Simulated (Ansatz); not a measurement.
# SiH₄ (singlet): from Hartree-Fock to the top rungs at scale of all distances = 0.866, cc-pVDZ

Aim: climb from Hartree-Fock through coupled cluster and multireference methods for SiH₄ (singlet) at one geometry and basis, and see what each rung misses.

The runs use Ansatz 0.2.0, Gaussian basis; cc-pVDZ, core rule «outside noble gas», up to 5 orbitals frozen.

Plan: UHF; CCSD(T) on RHF; BCCD(T) on RHF; CISD; CCSDT(Q) on RHF; CASSCF and MRCISD+Q, 2 electrons in 2 orbitals; CASSCF and NEVPT2, 2 electrons in 2 orbitals; CASSCF and MRCISD+Q, 8 electrons in 8 orbitals; CASSCF and NEVPT4(SD), 8 electrons in 8 orbitals; CASSCF and NEVPT2, 8 electrons in 8 orbitals.

17 further runs of the same task are left out: 1 for a known fault of the program, 12 that didn't finish, 4 set aside as unsound or not needed.

### 1 The geometry

The geometry derives from a PBE0/def2-TZVP stationary point (not a proven minimum). All distances are scaled together.

5 atoms, charge 0, spin multiplicity 1.

Atoms are counted from 1 here; the program's logs count them from 0.

Bond lengths: Si1–H2 1.286 Å, Si1–H3 1.286 Å, Si1–H4 1.286 Å, Si1–H5 1.286 Å. Angles: H2–Si1–H3 109.5°, H2–Si1–H4 109.5°, H2–Si1–H5 109.5°, H3–Si1–H4 109.5°, H3–Si1–H5 109.5°, H4–Si1–H5 109.5°.

### 2 UHF

in.yaml reads:

```yaml
crystal:
  periodic: [false, false, false]
  atoms:
    - {symbol: Si, position_ang: [0.000000, 0.000000, 0.000000]}
    - {symbol: H, position_ang: [0.741166, 0.743673, 0.742015]}
    - {symbol: H, position_ang: [-0.744371, -0.739931, 0.742548]}
    - {symbol: H, position_ang: [-0.740196, 0.740893, -0.745755]}
    - {symbol: H, position_ang: [0.743401, -0.744635, -0.738808]}
basis:
  gaussian: {orbitals: cc-pVDZ}
magnetization: {spin_polarized: true, initial_magnetization: 0}
hamiltonian: {xc: hf}
output: {orbitals: {seedname: orbitals}}
```

Run with:

```console
> ansatz run in.yaml --threads 1 --pin off --events-out ev --progress --plain --max-ram 2393MiB
```

The runs that follow: CCSD(T) on RHF; BCCD(T) on RHF; CISD; CCSDT(Q) on RHF; CASSCF and MRCISD+Q, 2 electrons in 2 orbitals; CASSCF and NEVPT2, 2 electrons in 2 orbitals; CASSCF and MRCISD+Q, 8 electrons in 8 orbitals; CASSCF and NEVPT4(SD), 8 electrons in 8 orbitals; CASSCF and NEVPT2, 8 electrons in 8 orbitals.

Q: Predict the results of all the runs planned. Wanted: RCCSDT(Q) below the RHF energy; RMP2 from RCCSDT(Q); RCCSD from RCCSDT(Q); RCCSD(T) from RCCSDT(Q); NEVPT2 pair from RCCSDT(Q); MRCISD+Q pair from RCCSDT(Q); NEVPT2 valence from RCCSDT(Q); T1 diagnostic; effectively unpaired electrons.

As calculated:

```
                         quantity                                                       value
   RCCSDT(Q) below the RHF energy                                                  -4.0943 eV
              RMP2 from RCCSDT(Q)                                                  +892.5 meV
             RCCSD from RCCSDT(Q)                                                   +71.3 meV
          RCCSD(T) from RCCSDT(Q)                                                   +13.8 meV
       NEVPT2 pair from RCCSDT(Q)                                                  +937.3 meV
     MRCISD+Q pair from RCCSDT(Q)                                                   -18.0 meV
    NEVPT2 valence from RCCSDT(Q)                                                  +919.5 meV
levels within 1 kcal/mol (43 meV)  RCCSD(T), BCCD(T), RCCSDT, MRCISD+Q pair, MRCISD+Q valence
                    T1 diagnostic                                                       0.009
   effectively unpaired electrons                                                        0.01
```

What this shows: RCCSD(T) misses by +13.8 meV, 0.3 % of the correlation energy. One determinant dominates. Of the multireference levels listed MRCISD+Q valence comes nearest in total energy (+6.0 meV), which doesn't show that its space is the better one. These misses are within one basis, not against nature.
